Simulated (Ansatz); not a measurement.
# A geometry optimisation of H5Si3+ with r2SCAN-D4/def2-SVP

The starting geometry of this gas-phase singlet was optimised with GFN2-xTB; its bonds are those of `[SiH][SiH2][SiH2+]`.

```yaml
atoms:
  - { symbol: Si, position_ang: [0.3099, 0.4423, 0.4078] }
  - { symbol: Si, position_ang: [-0.9019, 0.3475, 2.3799] }
  - { symbol: Si, position_ang: [0.1767, -0.2048, -1.8537] }
  - { symbol: H, position_ang: [0.6241, -1.4418, -2.5117] }
  - { symbol: H, position_ang: [-0.5249, 0.4654, -2.9584] }
  - { symbol: H, position_ang: [-2.1825, -0.2864, 1.9533] }
  - { symbol: H, position_ang: [1.6374, -0.1707, 0.6703] }
  - { symbol: H, position_ang: [0.5766, 1.8797, 0.1394] }
```

Predict what it relaxes into with r2SCAN-D4/def2-SVP.

A new bond forms, giving a structure with H6 bridging Si2 and Si3, given below by its coordinates. Distances that change by over a tenth: Si2–H6 (1.49 → 1.68 Å). Contacts that close: Si3–H6 (4.48 → 1.75 Å).

The energy falls by 1.14 eV over 17 steps:

```json
{"step": "1", "E − E(last) (eV)": "1.137"}
{"step": "3", "E − E(last) (eV)": "0.813"}
{"step": "5", "E − E(last) (eV)": "0.664"}
{"step": "6", "E − E(last) (eV)": "0.585"}
{"step": "8", "E − E(last) (eV)": "0.438"}
{"step": "10", "E − E(last) (eV)": "0.242"}
{"step": "12", "E − E(last) (eV)": "0.018"}
{"step": "13", "E − E(last) (eV)": "0.003"}
{"step": "15", "E − E(last) (eV)": "0.000"}
{"step": "17", "E − E(last) (eV)": "0.000"}
```

Final geometry (Å):

```xyz
8

Si    0.9487    0.7780    0.3664
Si   -1.0856    0.0089    1.4755
Si   -0.3324   -0.2642   -1.1997
H    -0.1171   -1.6992   -1.5164
H    -1.2530    0.5183   -2.0636
H    -1.5697   -0.6039   -0.0081
H     2.1340    0.0313    0.8609
H     0.9904    2.2620    0.3120
```

Frequencies at the end are all real (lowest 233 cm⁻¹). Run with Ansatz 0.2.0, 22 s on 1 thread of Intel(R) Xeon(R) 6975P-C (Granite Rapids), with other jobs on the host.
